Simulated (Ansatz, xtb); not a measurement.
# C3H5FO2: which of two isomers lies lower

Structure a is `CO[C@@]1(F)CO1`, a singlet and structure b is `CO[C@@H]1O[C@H]1F`, a singlet. Both are isolated molecules in the gas phase, relaxed with B3LYP/def2-SVP; the shapes shown needn't be the lowest conformers.

a (Å):

```xyz
11

C     0.7729    1.1743   -0.3544
C     0.5700    0.4278   -2.5631
C    -0.3808    0.1107   -3.6148
F     1.9044    0.3604   -2.8248
O     0.2989    0.1814   -1.2639
O    -0.0621    1.4748   -3.1985
H     1.8716    1.2505   -0.3881
H     0.3290    2.1573   -0.5843
H     0.4596    0.8567    0.6481
H    -1.3867   -0.2328   -3.3471
H    -0.0084   -0.1628   -4.6088
```

b (Å):

```xyz
11

C    -0.1714    1.0442    0.7323
C     1.0616   -0.6292   -0.3344
C     1.4918   -2.0182   -0.2615
F     2.2606   -2.5398   -1.2455
O     0.8550    0.0679    0.8147
O     0.1776   -1.7400   -0.6076
H     0.0292    1.7724   -0.0759
H    -0.1926    1.5754    1.6931
H    -1.1553    0.5764    0.5548
H     1.2942   -0.0308   -1.2299
H     1.6661   -2.5293    0.6950
```

Energies in hartree; the thermal terms are from B3LYP/def2-SVP harmonic frequencies (ideal gas, rigid rotor, one conformer each, 298.15 K, 1 atm) and include the zero-point energy:

```
                              a           b
E, CCSD(T)/def2-SVP  −366.357755  −366.351120
    E, MP2/def2-SVP  −366.291920  −366.285165
  E, MP2/def2-TZVPP  −366.988533  −366.983638
  zero-point energy     0.082157     0.082424
       H(298 K) − E     0.089115     0.089473
       G(298 K) − E     0.052399     0.052405
```

**Question.** Correct the CCSD(T) difference for the basis set by the MP2 change, then work out ΔE, ΔE₀, ΔH and ΔG for a → b in kcal/mol (1 Eh = 627.51 kcal/mol) and the equilibrium ratio [b]/[a].

**Answer.** 1. Differences b − a: CCSD(T) +0.006635, MP2 in the small set +0.006755, MP2 in the large set +0.004895 Eh.
2. ΔE = +0.006635 + (+0.004895 − (+0.006755)) = +0.004775 Eh = +3.00 kcal/mol.
3. ΔE₀ = ΔE + ΔZPE = +0.004775 + (+0.000267) Eh = +3.16 kcal/mol.
4. ΔH = ΔE + (+0.000358) Eh = +3.22 kcal/mol.
5. ΔG = ΔE + (+0.000006) Eh = +3.00 kcal/mol, so ΔS = (ΔH − ΔG)/T = +3.1 J/(mol K).
6. kT = 0.9442 mEh, so K = [b]/[a] = exp(−ΔG/kT) = exp(−5.06) ≈ 0.0063.

Structure a is favoured at this temperature. An error of 1 kcal/mol in ΔG would change K by a factor of 5.4. Mirror images and further conformers aren't counted.

As drawn, both hold the same kinds of bond in the same numbers.

Other levels gave ΔE = +5.7 (GFN2-xTB); +3.3 (HF/STO-3G, GFN2-xTB geometries); +3.5 (r2SCAN-D4/def2-SVP, GFN2-xTB geometries); +3.3 (B3LYP/def2-SVP); +4.5 (HF/def2-SVP); +4.2 (MP2/def2-SVP); +4.2 (CCSD(T)/def2-SVP) kcal/mol. The correlated steps freeze 6 core orbitals. Programs: Ansatz 0.2.0, xtb 6.7.1.
